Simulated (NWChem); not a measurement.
# PN (phosphorus nitride): name the method

PN: 2 atoms, total charge 0, spin state singlet. SMILES: `N#P`. The bond length is the measured one.

```xyz
2

N     0.0000    0.0000    0.0000
P     0.0000    0.0000    1.4909
```

Orbital energies are those of the mean-field step.

A calculation with NWChem 7.3.0 gave:

The total energy is -396.0565 Eh and the dipole moment is 3.02 D. The HOMO energy is -10.61 eV, the LUMO energy is -1.31 eV and the HOMO–LUMO gap is 9.31 eV. The largest force is 1.396 eV/Å.

Problem. Which of these levels gave the numbers?
A. CCSD(T)/aug-cc-pVTZ
B. CAM-B3LYP/def2-SVP
C. M06-2X/cc-pVDZ
D. M06-2X/def2-TZVP

Solution. D. The others give -395.5534 Eh (CCSD(T)/aug-cc-pVTZ), -396.0242 Eh (M06-2X/cc-pVDZ), -395.8893 Eh (CAM-B3LYP/def2-SVP).
